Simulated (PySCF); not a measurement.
C5H4O.
InChI=1S/C5H4O/c1-3-5(6)4-2/h1,4H,2H2

Computed with MP2 and CCSD/aug-cc-pVDZ in PySCF, restricted Hartree–Fock reference, frozen core, non-relativistic, gas phase, PBE0-D3(BJ)/def2-SVP geometry.

E(HF) = -266.46589 Eh.

Q: How large is the problem?

A: 174 basis functions and 42 electrons; 6 orbitals frozen, which leaves o = 15 correlated occupied and v = 153 virtual orbitals. That is o·v = 2295 singles and o·v(o·v + 1)/2 = 2634660 distinct closed-shell doubles amplitudes before symmetry; the costliest CCSD step grows as o²v⁴ = 1.2 × 10^11.

Q: What are the MP2 and CCSD correlation energies?

A: MP2 -0.8501 Eh and CCSD -0.8819 Eh, which gives totals of -267.31600 and -267.34774 Eh. That is 0.800 eV for each correlated electron at CCSD (2315 kJ/mol in all, 0.330 % of the total energy); MP2 gives 96.4 % of the CCSD value.

Q: What is the T1 diagnostic?

A: 0.0152, below the customary warning level of 0.02. It is the norm of the spatial-orbital singles amplitudes over the root of the number of correlated electrons, so the norm is 0.083.

Q: How does correlation change the dipole moment?

A: HF gives 3.96 D and CCSD (unrelaxed density) 3.28 D, a change of -0.68 D.

No triples correction and no basis-set extrapolation were made.

The job also held the EOM ionisation roots. Hardware: one thread, x86-64 server, shared host. Cost: 7.6 min wall.

Conformer computed: `[CH:1]#[C:2][C:3](=[O:4])[CH:5]=[CH2:6]`: C2–C3–C5–C6 0°.

One conformer stands for the species.
